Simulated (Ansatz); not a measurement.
# BSiN (singlet): from Hartree-Fock to the top rungs at a displaced geometry (v1), cc-pVDZ

One table from this session's results is given with a row withheld; the runs are named, their logs left out.

Computed with Ansatz 0.2.0, Gaussian basis. Level: cc-pVDZ, core rule «outside noble gas», up to 7 orbitals frozen.

To be run: UHF; CCSD(T) on RHF; BCCD(T) on RHF; CISD; CCSDT(Q) on RHF.

22 further runs of the same task are left out: 2 for a known fault of the program, 10 that didn't finish, 10 set aside as unsound or not needed.

## What is computed

The geometry is a PBE0/def2-TZVP stationary point (not a proven minimum) with its atoms shifted at random (size 0.040 Å).

3 atoms, charge 0, spin multiplicity 1.

Atoms are counted from 1 here; the program's logs count them from 0.

Bond lengths: B1–N2 1.377 Å, N2–Si3 1.622 Å. Angles: B1–N2–Si3 176.7°.

Coordinates:

```xyz
3
BNSi
B    -0.0154   -0.0090    1.4584
N    -0.0163   -0.0252    0.0810
Si    0.0317    0.0342   -1.5394
```

The first run:

in.yaml reads:

```yaml
crystal:
  periodic: [false, false, false]
  atoms:
    - {symbol: B, position_ang: [-0.015433, -0.009008, 1.458370]}
    - {symbol: N, position_ang: [-0.016266, -0.025151, 0.080993]}
    - {symbol: Si, position_ang: [0.031698, 0.034159, -1.539363]}
basis:
  gaussian: {orbitals: cc-pVDZ}
magnetization: {spin_polarized: true, initial_magnetization: 0}
hamiltonian: {xc: hf}
output: {orbitals: {seedname: orbitals}}
```

Launch:

```bash
$ ansatz run in.yaml --threads 1 --pin off --events-out ev --progress --plain --max-ram 2393MiB
```

Steps of the session up to this table: UHF; CCSD(T) on RHF; BCCD(T) on RHF; CISD; CCSDT(Q) on RHF.

One of the session's tables, all rows but one given; the rest of the session is left out.

```
   method  from RCCSDT(Q) (kcal/mol)
      RHF                    +211.53
     RMP2                          ?
     CISD                     +33.34
    RCCSD                     +11.55
 RCCSD(T)                      +1.61
  BCCD(T)                      +1.49
   RCCSDT                      +1.11
RCCSDT(Q)                          0
```

Estimate the missing values for RMP2.

**Answer.** from RCCSDT(Q) (kcal/mol): +27.20. In the column «from RCCSDT(Q) (kcal/mol)» it lies between RCCSD (+11.55) and CISD (+33.34).
